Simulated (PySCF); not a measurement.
The vertical singlet excitations below were computed for one of the candidates. Theory: TDDFT wB97X-D/def2-SVPD, vertical, gas phase, core orbitals frozen in the response (PySCF). Geometries: PBE0-D3(BJ)/def2-SVP, one conformer each.

| state | ν̃ (cm⁻¹) | f | main configurations (H = HOMO, L = LUMO) |
| --- | --- | --- | --- |
| S1 | 57770 | 0.013 | H→L (67%), H→L+1 (10%) |
| S2 | 58180 | 0.0049 | H-1→L (58%), H-2→L (17%), H-1→L+1 (9%) |
| S3 | 59630 | 0.0074 | H→L+1 (30%), H-1→L+1 (29%), H-3→L (12%) |
| S4 | 60170 | 0.0021 | H→L+1 (33%), H-1→L+1 (26%), H-5→L (8%) |
| S5 | 61180 | 0.0013 | H-2→L (34%), H-2→L+1 (14%), H-1→L+2 (9%) |
| S6 | 62910 | 0.0004 | H-4→L (32%), H→L+2 (18%), H-3→L+1 (18%) |
| S7 | 65860 | 0.0011 | H-3→L (35%), H-2→L+1 (20%), H-1→L+1 (16%) |
| S8 | 66680 | 0.0048 | H-2→L+1 (22%), H-5→L (18%), H→L+1 (10%) |
| S9 | 68370 | 0.0054 | H-3→L+1 (38%), H-4→L (14%) |
| S10 | 69940 | 0.023 | H-2→L+1 (24%), H-5→L (19%), H-5→L+1 (9%) |

Orbital energies (eV): HOMO-3 -11.66, HOMO-2 -11.44, HOMO-1 -11.12, HOMO -10.93, LUMO 1.17, LUMO+1 1.36, LUMO+2 2.18.

Question: Which structure fits?
A. `ClC(Cl)[C@@H](Cl)F` (1-fluoro-1,2,2-trichloroethane)
B. `ClC(Cl)(CF)Cl` (1,1,1-trichloro-2-fluoroethane)
C. `C1(C=CC1=C)=C` (3,4-dimethylenecyclobut-1-ene)
D. `C1=CC2C=CC12` (bicyclo[2.2.0]hexa-2,5-diene)

Answer: A. Its S1, at 7.16 eV, is the highest among the candidates; the nearest of the others has S1 at 6.61 eV. S1 is HOMO→LUMO (67%), HOMO→LUMO+1 (10%). Löwdin shares by element: HOMO chlorine 94%; LUMO chlorine 70%, carbon 20% or more. At the same level the other candidates give, for their lowest levels:
- `FCC(Cl)(Cl)Cl`: 6.61 eV (f 0.000); 7.00 eV (f 0.013); 7.07 eV (f 0.015); 7.16 eV (f 0.002); 7.36 eV (f 0.009); T1 6.01 eV; HOMO -10.92, LUMO 0.75 eV
- `C1=CC2C=CC12`: 5.77 eV (f 0.000); 6.09 eV (f 0.024); 6.93 eV (f 0.001); 7.13 eV (f 0.000); 7.24 eV (f 0.013); T1 4.08 eV; HOMO -8.92, LUMO 1.44 eV
- `C=C1C=CC1=C`: 5.08 eV (f 0.114); 5.24 eV (f 0.000); 6.37 eV (f 0.494); 6.40 eV (f 0.534); 6.93 eV (f 0.000); T1 3.12 eV; HOMO -8.50, LUMO 0.72 eV

Shape of the structure used: `[F:1][C@H:2]([Cl:3])[CH:4]([Cl:5])[Cl:6]`: F1–C2–C4–Cl5 -178°.
Triplets come from the Tamm–Dancoff approximation.
